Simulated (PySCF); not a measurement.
J couplings in trans-1,2-difluoroethene

Geometry:
```json
{"atom": "F1", "x (Å)": "0.830", "y (Å)": "-0.602", "z (Å)": "-1.435"}
{"atom": "C2", "x (Å)": "0.424", "y (Å)": "0.211", "z (Å)": "-0.467"}
{"atom": "C3", "x (Å)": "-0.424", "y (Å)": "-0.211", "z (Å)": "0.467"}
{"atom": "F4", "x (Å)": "-0.830", "y (Å)": "0.602", "z (Å)": "1.435"}
{"atom": "H5", "x (Å)": "0.835", "y (Å)": "1.223", "z (Å)": "-0.506"}
{"atom": "H6", "x (Å)": "-0.835", "y (Å)": "-1.223", "z (Å)": "0.506"}
```

Indirect spin–spin couplings were computed at B3LYP/pcJ-1 (PySCF) on a PBE0-D3(BJ)/def2-SVP structure, for the isolated molecule, without vibrational or relativistic corrections. Couplings are averaged over pairs made equivalent by symmetry, fast rotation or ring inversion, so a value needn't be that of the named pair in this geometry, while other rotamers aren't included; one pair stands for each set, and the list holds those of at least 1.5 Hz over up to four bonds. One-bond C–F couplings come out tens of Hz too large with common functionals.

Isotopes: 19F, 13C, 1H.

```tsv
pair	bonds	J (Hz)
F1, C2	1	-327.6
C2, C3	1	?
C2, H5	1	205.9
F1, C3	2	?
F1, H5	2	81.7
C2, H6	2	?
F1, F4	3	-164.9
F1, H6	3	1.6
H5, H6	3	10.9
```

Task: Estimate the withheld couplings, with signs.

Result: 
- 1J(C2,C3) = 122.5 Hz (bond length 1.329 Å)
- 2J(F1,C3) = 48.2 Hz (angle at C2 121°)
- 2J(C2,H6) = 6.8 Hz (angle at C3 124°)
